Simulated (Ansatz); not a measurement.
The first iterations of a band of CH4BCl + H2 (9 atoms, charge 0, multiplicity 1).

Level of theory: Ansatz, RKS PBE0-D4/def2-SVP.

```yaml
movable_images: 7
climbing_image: yes
spring: 5.0 eV/Å²
optimiser: quadratic models (default)
start_path: straight line
force_threshold: 0.05 eV/Å
iteration_limit: 60
end_points: relaxed
```

First end point:

```xyz
9
Properties=species:S:1:pos:R:3
B -0.208 0.539 0.200
Cl -0.271 0.526 1.956
H 0.861 0.824 -0.283
C -1.456 0.215 -0.665
H -2.351 -0.075 -0.099
H -1.692 1.099 -1.285
H -1.205 -0.581 -1.388
H 0.528 -2.819 0.316
H 0.438 -2.399 0.944
```

Last end point:

```xyz
9
Properties=species:S:1:pos:R:3
B 0.023 -0.538 -0.305
Cl -0.218 0.583 2.089
H 0.996 0.132 -0.575
C -1.372 -0.213 -0.932
H -2.231 -0.658 -0.409
H -1.557 0.856 -1.112
H -1.332 -0.692 -1.932
H 0.215 -1.609 0.236
H 0.120 -0.532 2.636
```

| iteration | highest image above the first end (eV) | largest band force component (eV/Å) |
| --- | --- | --- |
| 1 | 5.232 | 3.691 |
| 2 | 3.490 | 5.536 |
| 3 | 2.873 | 4.257 |
| 4 | 1.886 | 3.400 |

Q: Does the band converge within its limit, and where does its top end?

A: It converged. It ended after 12 iterations with the highest image 1.037 eV above the first end. Another band between the same ends (7 images) ends at a top of the same energy, where a vibrational analysis finds 1 clearly imaginary mode. The orbitals stay closed-shell, which can raise the energy where a bond breaks towards radicals; this wasn't checked here.

The run took 3.6 min on 1 thread of Arm Neoverse V1, with other jobs on the host, peak memory 0.14 GiB.
